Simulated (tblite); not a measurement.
C5H7 (doublet state).
SMILES with atom numbers: `[H]/[C:1]=[CH:2]\[CH:3]=[CH:4]\[CH3:5]` (hydrogens: H6 on C1; H7 on C2; H8 on C3; H9 on C4; H10, H11, H12 on C5)

Geometry (GFN2-xTB, Å), atoms numbered from 1 in this order:
```xyz
12
C5H7 angstrom
C     -2.8439    0.5620   -0.0052
C     -1.8137   -0.0768    0.4637
C     -0.4102    0.2294    0.1725
C      0.6061   -0.4596    0.6806
C      2.0419   -0.1718    0.4026
H     -3.0445    1.3864   -0.6496
H     -1.9547   -0.9191    1.1343
H     -0.2334    1.0636   -0.4929
H      0.4179   -1.2931    1.3456
H      2.5671    0.0473    1.3324
H      2.1498    0.6746   -0.2711
H      2.5189   -1.0435   -0.0458
```

Method: GFN2-xTB as coded in tblite; computed harmonic values from a numerical Hessian at the method's own geometry, unscaled. This tight-binding method is rough: wavenumbers can miss measured ones by several per cent, in bad cases by 10 to 20. One conformer, not necessarily the lowest. Open shells enter through the occupations alone, without spin polarisation, and single modes of such species can be off by tens of per cent.

Harmonic wavenumbers (cm⁻¹): 108.5, 170.9, 198.2, 242.8, 402.5, 468.7, 580.3, 738.8, 745.0, 912.9, 953.5, 1000.4, 1030.8, 1088.9, 1116.0, 1196.1, 1275.7, 1288.1, 1399.7, 1474.7, 1481.4, 1654.9, 1699.9, 2985.9, 2992.4, 3008.1, 3039.9, 3053.5, 3066.8, 3186.2.

A = 29948, B = 2287, C = 2153 MHz; mass 67.055 u (most abundant isotopes); point group Cs, symmetry number 1; spin multiplicity 2.

Q: What is the zero-point energy?

A: ½Σν̃ = 21281 cm⁻¹ = 254.58 kJ/mol.

Q: What is S at 350 K and 1 bar for an ideal gas of classical rigid rotors and harmonic oscillators?

A: Translation 164.64, rotation 107.40, vibration 66.23, spin (R ln 2) 5.76: S = 344.0 J/(mol K).

Q: And Cp and H(350 K) − H(0)?

A: Cp = 112.01 J/(mol K), of which vibrations give 78.75 (their classical limit is 30 R = 249.4); H(350 K) − H(0) = 24.82 kJ/mol without the zero-point energy, 13.18 from vibrations.

Q: What must be added to the electronic energy to get the Gibbs energy at 350 K and 1 bar?

A: ZPE + [H(350 K) − H(0)] − T·S = 254.58 + 24.82 − 120.41 = 158.99 kJ/mol.

Q: Blend soft modes into free rotors: weight 1/[1 + (100 cm⁻¹/ν̃)⁴] for the oscillator and the rest for a rotor with moment μB/(μ + B), μ = h/(8π²ν), B = 10⁻⁴⁴ kg m². What vibrational entropy results?

A: 64.93 J/(mol K) in place of 66.23, which changes −T·S at 350 K by +0.45 kJ/mol.

Q: Which modes carry the vibrational entropy at 350 K?

A: 108.5 cm⁻¹: 15.10; 170.9 cm⁻¹: 11.42; 198.2 cm⁻¹: 10.24; 242.8 cm⁻¹: 8.67; 402.5 cm⁻¹: 5.02; 468.7 cm⁻¹: 4.04 J/(mol K); the other 24 give 11.75 together.

Hindered rotation and anharmonicity are outside this model. Other conformers, if any are populated, would add a mixing term that is left out.

Time: 0.2 s. Hardware: one thread, Arm Neoverse V1 (aarch64), no GPU (shared host). The figure is for the frequency step alone.
